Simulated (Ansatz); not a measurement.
```xyz
8

C     0.7157    0.7704    0.0857
C    -0.6717    0.8093   -0.0543
C    -0.5697   -0.8111    0.0125
C     0.6680   -0.8192   -0.0921
H     1.4299    1.6021    0.0353
H    -1.4716    1.6425   -0.0742
H    -1.3831   -1.5199    0.0361
H     1.4362   -1.5592    0.1160
```

RHF-MP2 on singlet C4H4 was run in several spherical basis sets with Ansatz (development build ahead of 0.2.0). Frozen core: 4 orbitals. Caution for RHF-MP2: no unrestricted run beside it, a lower state can exist.

Question: Rank the basis sets by the total energy that they give, lowest first, with the distance from the lowest.
A. STO-3G
B. 6-31G
C. def2-SVP

Answer: C (0.00 eV), B (3.31 eV), A (55.92 eV).

Totals follow the description of the cores as much as that of the bonds, so this order isn't one of quality for chemistry.
